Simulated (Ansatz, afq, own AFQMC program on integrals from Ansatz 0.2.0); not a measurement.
Two steps: Ansatz 0.2.0 writes the Fock matrix and Cholesky factors of the valence space, and afq projects on them the lowest state that overlaps trial and start.

```yaml
crystal:
  periodic: [false, false, false]
  atoms:
    - {symbol: Al, position_ang: [0.000000, 0.000000, 0.000000]}
    - {symbol: H, position_ang: [0.000000, 0.000000, 1.604550]}
basis:
  gaussian: {orbitals: cc-pVTZ}
magnetization: {spin_polarized: true, initial_magnetization: 0}
correlation: {method: ccsd_t, electrons: outside_noble_gas, hamiltonian_folder: ham}
```

```sh
$ ansatz run in.yaml --threads 1 --pin off --events-out ev --progress --plain --max-ram 15360MiB --backend cuda --devices 0, --max-vram 18GiB
```

Options of the walk:

```
--method free --trial cisd --walkers 200 --time-step 0.02 --max-blocks 120 --target-error 0.00048 --factor-cut 1e-05 --seed 8483 --times 0.0,0.4,0.8,1.6,2.4 --taylor-order 6
```

Times are imaginary, in 1/Eh. The walk had a cap of 60 s.

```
orbitals 43  electrons 2 2  factors 275 of 292
reference energy -242.46134429 Eh
CCSD correlation -0.08238283 Eh in 11 cycles, weight of the determinant in the CISD state 0.9144
repeat  energy at the last time / Eh  error
    10  -242.545437  0.000103
    20  -242.545300  0.000067
    30  -242.545317  0.000054
time / (1/Eh)  energy / Eh  error  mean overlap
  0.00  -242.543715  0.000018  1.0933
  0.40  -242.544581  0.000032  1.0969
  0.80  -242.544992  0.000039  1.1025
  1.60  -242.545302  0.000043  1.1124
  2.40  -242.545305  0.000054  1.1315
energy -242.545305 +/- 0.000054 Eh
```

Estimate how long the walk took on 1 × NVIDIA H100 80GB HBM3 with 2 threads of AMD EPYC 7R13 Processor (Zen 3), on a shared host (the card was shared).

6.1 s of wall time.

The run passed its tests (error under three times the target), which doesn't prove that it has relaxed.

Against this walk (error 1.5 meV) on the same determinant: CCSD(T) 4.8 meV higher, CCSDT(Q) 6.5 meV lower, full CI 6.8 meV lower. The error is statistical, and a free projection of finite length keeps a remainder of its start. Full CI is exact here, so the walk's 7 meV above it is the walk's own error: what remains of the start.

Cautions: remainder of the start not in the error; an unrestricted solution with more broken spin lies lower (17 meV, ⟨S²⟩ 0.19), while this determinant keeps restricted orbitals.

CCSDT and higher add their correlation energy to the determinant of the CCSD(T) run, since their own runs factorise the integrals more tightly (a shift of under 2 meV). A walk keeps the symmetry of its determinant, which the program's search chose and which needn't be the lowest solution, so a lower state of the same spin and another symmetry isn't excluded.
